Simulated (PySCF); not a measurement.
Species: lithium hydride, LiH.
SMILES: `[LiH]`

The closed-shell ground state was solved at several levels (PySCF, density fitting, gas phase, non-relativistic). Geometry: PBE0-D3(BJ)/def2-TZVP; no solvent, vibrations or thermal averaging.

| level | basis functions | total energy (Eh) | HOMO (eV) | LUMO (eV) | gap (eV) | dipole (D) |
| --- | --- | --- | --- | --- | --- | --- |
| CAM-B3LYP/aug-cc-pVTZ | 69 | -8.0635 | -6.87 | -0.77 | 6.10 | 5.78 |
| PBE0/pcSseg-2 | 35 | -8.0518 | -5.45 | -1.09 | 4.36 | 5.74 |
| wB97X-D/aug-cc-pVTZ | 69 | -8.0829 | -7.34 | -0.17 | 7.17 | 5.91 |
| PBE0/aug-cc-pVTZ | 69 | -8.0518 | -5.44 | -1.11 | 4.33 | 5.76 |
| B97-2/pcSseg-2 | 35 | -8.0788 | -5.21 | -1.09 | 4.12 | 5.77 |
| wB97X-D/pcSseg-2 | 35 | -8.0826 | -7.35 | 0.04 | 7.39 | 5.90 |

Q: Estimate the row for KT3/pcSseg-2, a basis of 35 functions; the other rows only guide the guess.

A: Total energy -8.2552 Eh, HOMO -4.42 eV, LUMO -1.85 eV, gap 2.57 eV, dipole 5.49 D.

Q: Over all these levels, which gives the widest orbital gap and which the narrowest?

A: wB97X-D/pcSseg-2 (range-separated hybrid) has the widest, 7.39 eV, and KT3/pcSseg-2 (GGA) the narrowest, 2.57 eV. The two share the basis. From the narrowest to the widest the HOMO moves by -2.93 eV and the LUMO by +1.89 eV.

Q: In the pcSseg-2 basis, how does the gap go with the fixed share of exact exchange?

A: KT3 (0 %) 2.57 eV; B97-2 (21 %) 4.12 eV; PBE0 (25 %) 4.36 eV. Each rise in the share widens the gap here.

Q: How far do the dipole and the HOMO energy spread over the levels?

A: The dipole runs from 5.49 to 5.91 D (mean 5.76 D) and the HOMO from -7.35 to -4.42 eV.

The pairwise dispersion term of wB97X-D wasn't added to the energies; at a given geometry it leaves orbitals and properties as they are.
